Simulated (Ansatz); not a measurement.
CH₂, triplet in cc-pVDZ: errors against full CI

Geometry: a PBE0/def2-TZVP stationary point for this spin, not checked as a minimum.

```yaml
atoms:
  - { symbol: C, position_ang: [0.0000, -0.0596, 0.0000] }
  - { symbol: H, position_ang: [0.0000, 0.3549, -0.9962] }
  - { symbol: H, position_ang: [0.0000, 0.3549, 0.9962] }
```

Basis cc-pVDZ; Ansatz 0.2.0. Correlated methods freeze the noble-gas cores, which leaves 6 electrons in 23 orbitals. R marks a restricted (for open shells ROHF) determinant, U an unrestricted one. Active spaces: valence = (6e, 6o) chosen from the atoms' valence shells.

Full CI is exact within this basis and frozen core; it isn't the basis-set limit. The frozen core follows each run's orbitals, which can shift R against U totals by a few meV.

For open shells CISD and CISDTQ are restricted-active-space CI with the open shells as a complete middle space.

- UHF ⟨S²⟩: 2.016
- T1 diagnostic (RCCSD): 0.0201
- largest doubles amplitude (RCCSD): 0.038
- T1 diagnostic (UCCSD): 0.0089

| level | E − E(full CI) (kJ/mol) | share of correlation (%) | wall time |
| --- | --- | --- | --- |
| RHF | 316.5 | 0.00 | – |
| UHF | 302.3 | 4.49 | – |
| RMP2 | 60.0 | 81.05 | – |
| UMP2 | 58.5 | 81.50 | – |
| CISD | 12.6 | 96.02 | 0.51 s |
| RCCSD | 5.8 | 98.16 | – |
| UCCSD | 5.6 | 98.22 | – |
| RCCSD(T) | 1.2 | 99.63 | 0.3 s |
| UCCSD(T) | 1.1 | 99.66 | 0.3 s |
| BCCD(T) | 1.2 | 99.63 | 0.42 s |
| RCCSDT | 0.2 | 99.94 | – |
| UCCSDT | 0.1 | 99.97 | – |
| CISDTQ | 0.1 | 99.96 | 1.3 s |
| RCCSDT(Q) | 0.0 | 100.00 | 2.6 s |
| UCCSDT(Q) | -0.1 | 100.03 | 2.3 s |
| RCCSDTQ | 0.0 | 100.01 | 13 s |
| CASSCF (valence space) | 215.4 | 31.95 | – |
| NEVPT2 (valence space) | 49.4 | 84.41 | 0.21 s |
| MRCISD (valence space) | 7.2 | 97.73 | – |
| MRCISD+Q (valence space) | 0.4 | 99.86 | 0.54 s |

The correlation energy at full CI, counted from RHF, is -3.280 eV. That run took 2.2 s on 1 thread of Arm Neoverse V1, shared host over 781,936 determinants.

Times hold each run's SCF and search for its determinant on a shared host, so for small cases they say little of a method's own cost; they ran on 1 thread of Arm Neoverse V1.

The full-CI state has the irrep B1 of C2v, in the program's axes.

Natural occupations of full CI about the gap: 1.963 1.958 0.992 0.991 0.026 0.020 0.008 0.007 0.007 0.006; effectively unpaired electrons, Σ n²(2−n)², 2.02.

Atomization energy (electronic, same basis, no zero-point term; atoms at the same level, unrestricted beside the R rows where the molecule is a closed shell, with restricted open-shell steps beyond CCSDT(Q)) at full CI: 741.9 kJ/mol. Errors of other levels:

```tsv
level	error (kJ/mol)
RHF	-111.1
UHF	-107.7
RMP2	-0.3
UMP2	0.1
CISD	-8.1
RCCSD	-2.4
UCCSD	-2.4
RCCSD(T)	-0.3
UCCSD(T)	-0.3
BCCD(T)	-0.3
RCCSDT	-0.2
UCCSDT	-0.2
CISDTQ	-0.1
RCCSDT(Q)	0.0
UCCSDT(Q)	0.0
RCCSDTQ	0.0
CASSCF (valence space)	-58.7
NEVPT2 (valence space)	-11.8
MRCISD (valence space)	-5.3
MRCISD+Q (valence space)	-3.2
```

This basis is far from its limit, so the value isn't to be set against a measured one. Truncated CI isn't size-consistent, which counts against it in atomization.
